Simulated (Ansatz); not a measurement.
## Nudged elastic band run: C$_{3}$H$_{4}$O

input.yaml

```yaml
crystal:
  periodic: [false, false, false]
  atoms:
    - { symbol: C, position_ang: [-0.609524, 1.39826, -0.330337] }
    - { symbol: C, position_ang: [0.096652, 0.308286, -0.099811] }
    - { symbol: C, position_ang: [0.812789, -0.782135, 0.131316] }
    - { symbol: O, position_ang: [0.347765, -2.015321, 0.503226] }
    - { symbol: H, position_ang: [-1.000658, 1.641949, -1.336825] }
    - { symbol: H, position_ang: [-0.842327, 2.126283, 0.47044] }
    - { symbol: H, position_ang: [1.912426, -0.778338, 0.034597] }
    - { symbol: H, position_ang: [-0.624922, -1.955983, 0.571493] }
basis:
  gaussian: { orbitals: def2-SVP }
hamiltonian:
  xc: pbe
  dispersion: d4
neb:
  order_check: false
  images: 5
  f_tol: 0.05
  max_iterations: 60
  initial_path: linear
  final_atoms:
    - { symbol: C, position_ang: [-1.07314564, 0.49731195, 0.32501155] }
    - { symbol: C, position_ang: [0.13548589, 0.43374907, -0.27027958] }
    - { symbol: C, position_ang: [0.98874597, -0.78200121, -0.16143957] }
    - { symbol: O, position_ang: [0.67919339, -1.79031013, 0.45188805] }
    - { symbol: H, position_ang: [0.5343751, 1.27816514, -0.85786639] }
    - { symbol: H, position_ang: [-1.71582566, 1.38801275, 0.25474261] }
    - { symbol: H, position_ang: [1.98033607, -0.71375482, -0.70189833] }
    - { symbol: H, position_ang: [-1.43696411, -0.36817175, 0.90394066] }
```

Run as:

```bash
$ ansatz run input.yaml --threads 1 --pin off --max-ram 2048MiB --backend cpu --events-out ev --progress --plain --runs-dir out
```

Output, in part (warnings, iteration lines, the closing report on the highest movable image, with atoms numbered from 0):

```
NEB end point (image 0): max|allowed force component| = 1.839e-2 eV/Å (the criterion of neb.relax_end_points is 1.000e-2)
NEB end point (image 6): max|allowed force component| = 1.189e-2 eV/Å (the criterion of neb.relax_end_points is 1.000e-2)
NEB iter   1: max|band force component| = 1.564e1 eV/Å  barrier→ = 8.4693 eV  barrier← = 9.4419 eV  Δτ_max = 0.1986 Å  (337 SCF iters)
NEB iter   2: max|band force component| = 3.717e0 eV/Å  barrier→ = 5.6236 eV  barrier← = 6.5962 eV  Δτ_max = 0.2000 Å  (198 SCF iters)
NEB iter   3: max|band force component| = 1.071e1 eV/Å  barrier→ = 4.2253 eV  barrier← = 5.1979 eV  Δτ_max = 0.1006 Å  (183 SCF iters)
NEB iter   4: max|band force component| = 3.662e0 eV/Å  barrier→ = 3.6374 eV  barrier← = 4.6100 eV  Δτ_max = 0.2000 Å  (167 SCF iters)
NEB iter   5: max|band force component| = 1.615e1 eV/Å  barrier→ = 4.9517 eV  barrier← = 5.9243 eV  Δτ_max = 0.0994 Å  (162 SCF iters)
NEB iter   6: max|band force component| = 2.758e0 eV/Å  barrier→ = 3.3406 eV  barrier← = 4.3132 eV  Δτ_max = 0.0853 Å  (164 SCF iters)
NEB iter   7: max|band force component| = 1.541e0 eV/Å  barrier→ = 3.2952 eV  barrier← = 4.2678 eV  Δτ_max = 0.0654 Å  (153 SCF iters)
NEB iter   8: max|band force component| = 2.119e0 eV/Å  barrier→ = 3.1965 eV  barrier← = 4.1691 eV  CI = image 3  Δτ_max = 0.1838 Å  (153 SCF iters)
NEB iter   9: max|band force component| = 1.043e0 eV/Å  barrier→ = 3.6224 eV  barrier← = 4.5950 eV  CI = image 3  Δτ_max = 0.1804 Å  (157 SCF iters)
NEB iter  10: max|band force component| = 1.450e0 eV/Å  barrier→ = 3.4529 eV  barrier← = 4.4255 eV  CI = image 3  Δτ_max = 0.0900 Å  (164 SCF iters)
NEB iter  11: max|band force component| = 1.277e0 eV/Å  barrier→ = 3.3597 eV  barrier← = 4.3323 eV  CI = image 3  Δτ_max = 0.1796 Å  (153 SCF iters)
NEB iter  12: max|band force component| = 1.502e0 eV/Å  barrier→ = 3.1959 eV  barrier← = 4.1685 eV  CI = image 3  Δτ_max = 0.0899 Å  (157 SCF iters)
NEB iter  13: max|band force component| = 8.043e-1 eV/Å  barrier→ = 3.1321 eV  barrier← = 4.1047 eV  CI = image 3  Δτ_max = 0.1505 Å  (150 SCF iters)
NEB iter  14: max|band force component| = 8.341e-1 eV/Å  barrier→ = 3.0730 eV  barrier← = 4.0456 eV  CI = image 3  Δτ_max = 0.0664 Å  (152 SCF iters)
NEB iter  15: max|band force component| = 2.871e-1 eV/Å  barrier→ = 3.0641 eV  barrier← = 4.0367 eV  CI = image 3  Δτ_max = 0.0369 Å  (152 SCF iters)
NEB iter  16: max|band force component| = 1.872e-1 eV/Å  barrier→ = 3.0601 eV  barrier← = 4.0327 eV  CI = image 3  Δτ_max = 0.0181 Å  (155 SCF iters)
NEB iter  17: max|band force component| = 7.673e-2 eV/Å  barrier→ = 3.0599 eV  barrier← = 4.0325 eV  CI = image 3  Δτ_max = 0.0084 Å  (158 SCF iters)
NEB iter  18: max|band force component| = 6.937e-2 eV/Å  barrier→ = 3.0596 eV  barrier← = 4.0322 eV  CI = image 3  Δτ_max = 0.0173 Å  (163 SCF iters)
NEB iter  19: max|band force component| = 4.705e-2 eV/Å  barrier→ = 3.0593 eV  barrier← = 4.0319 eV  CI = image 3  Δτ_max = 0.0000 Å  (310 SCF iters)
Total energy: -5207.99686251 eV, -191.3903545901 hartree
Atom 0 at    -1.258275     1.136833    -0.222710 Å, force    -0.016173     0.001462    -0.003363 eV/Å
Atom 1 at    -0.105531     0.399865    -0.102473 Å, force     0.008526    -0.002295     0.009100 eV/Å
Atom 2 at     0.728980    -0.663564    -0.151892 Å, force    -0.006979    -0.020111     0.010325 eV/Å
Atom 3 at     0.542294    -1.830687     0.542082 Å, force     0.002967     0.010744    -0.017233 eV/Å
Atom 4 at     0.104112     1.375823    -0.768654 Å, force     0.008869     0.009730    -0.009464 eV/Å
Atom 5 at    -1.231107     2.016051     0.478017 Å, force    -0.000346    -0.001072     0.001984 eV/Å
Atom 6 at     1.700296    -0.620055    -0.664075 Å, force     0.001468     0.000189     0.001995 eV/Å
Atom 7 at    -0.388569    -1.871264     0.833805 Å, force     0.001667     0.001353     0.006656 eV/Å
Dipole moment:     0.152581     0.111317     0.140114 e Å
```

The forces met the threshold. Neighbouring images differ by up to 1.8 eV, so the band resolves the path poorly. Another band between the same ends (5 images) ends at a top of the same energy, where a vibrational analysis finds 1 clearly imaginary mode. The orbitals stay closed-shell, which can raise the energy where a bond breaks towards radicals; this wasn't checked here.

Final band (atoms are numbered from 1 in the order of the input):

| image | path coordinate (Å) | energy (kcal/mol) | C1–H5 (Å) | O4–H8 (Å) | C1–H8 (Å) |
| --- | --- | --- | --- | --- | --- |
| 0 | 0.00 | 0.0 | 1.11 | 0.98 | 3.47 |
| 1 | 0.67 | 7.2 | 1.10 | 0.98 | 3.51 |
| 2 | 1.33 | 42.7 | 1.12 | 0.98 | 3.38 |
| 3 | 2.00 | 70.6 | 1.49 | 0.98 | 3.30 |
| 4 | 2.93 | 43.5 | 2.18 | 1.00 | 2.52 |
| 5 | 3.85 | 20.0 | 2.21 | 1.48 | 1.48 |
| 6 | 4.78 | -22.4 | 2.14 | 2.59 | 1.10 |

The run took 2.6 min on 1 thread of Arm Neoverse V2, with other jobs on the host, peak memory 0.24 GiB.
